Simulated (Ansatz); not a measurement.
Input file:

```yaml
crystal:
  periodic: [false, false, false]
  atoms:
    - {symbol: O, position_ang: [-1.762782, 0.017219, 0.000000]}
    - {symbol: H, position_ang: [-2.012092, 0.943795, 0.000000]}
    - {symbol: H, position_ang: [-0.653782, 0.017219, 0.000000]}
    - {symbol: Si, position_ang: [0.985218, 0.017219, 0.000000]}
    - {symbol: H, position_ang: [1.597398, -0.857065, 1.090012]}
    - {symbol: H, position_ang: [1.597398, -0.857065, -1.090012]}
basis:
  gaussian: {orbitals: cc-pVTZ}
magnetization: {spin_polarized: true, initial_magnetization: 0}
hamiltonian: {xc: {name: PBE0}}
output: {forces: true, orbitals: {seedname: orbitals}}
```

```sh
$ ansatz run in.yaml --threads 2 --pin off --events-out ev --progress --plain --max-ram 24576MiB --backend cuda --devices 0, --max-vram 18GiB
```

The program prints:

```
691 factors; their error is unknown
mean field evaluation 1: about -9975.7901 eV, gradient 4.0e1 eV
mean field evaluation 2: about -9912.0885 eV, gradient 1.0e2 eV
mean field evaluation 4: about -9981.9174 eV, gradient 3.0e0 eV
mean field evaluation 8: about -9981.9687 eV, gradient 1.2e-1 eV
mean field evaluation 16: about -9981.9990 eV, gradient 6.6e-5 eV
mean field evaluation 32: about -9982.0061 eV, gradient 8.1e-6 eV
mean field -9982.00608885 eV, -366.8319577185 hartree, gradient 8.1e-6 eV, S^2 0.143279; 3 other end points of the search recorded, 0 dependent functions left out
the calculation of the forces begins
reference -9982.00611200 eV, -366.8319585692 hartree; 13, 13 occupied and 107, 107 virtual orbitals, 691 factors
Total energy: -9982.00611200 eV, -366.8319585692 hartree
Atom 0 at    -1.762782     0.017219     0.000000 Å, force     1.456391    -1.060957    -0.000000 eV/Å
Atom 1 at    -2.012092     0.943795     0.000000 Å, force     0.443121     0.253441     0.000000 eV/Å
Atom 2 at    -0.653782     0.017219     0.000000 Å, force    -4.266747     1.049628    -0.000000 eV/Å
Atom 3 at     0.985218     0.017219     0.000000 Å, force     2.640082    -0.591036     0.000000 eV/Å
Atom 4 at     1.597398    -0.857065     1.090012 Å, force    -0.136423     0.174462     0.061832 eV/Å
Atom 5 at     1.597398    -0.857065    -1.090012 Å, force    -0.136423     0.174462    -0.061832 eV/Å
Dipole moment:     0.289078     0.317805     0.000000 e Å
```

Forces (eV/Å):
```
O    1.456 -1.061  0.000
H    0.443  0.253  0.000
H   -4.267  1.050  0.000
Si   2.640 -0.591  0.000
H   -0.136  0.174  0.062
H   -0.136  0.174 -0.062
```

Ran on 2 threads of AMD EPYC 7R13 with a shared H100 80 GB, shared host: 4.7 s wall, 0.8 GiB peak host memory.
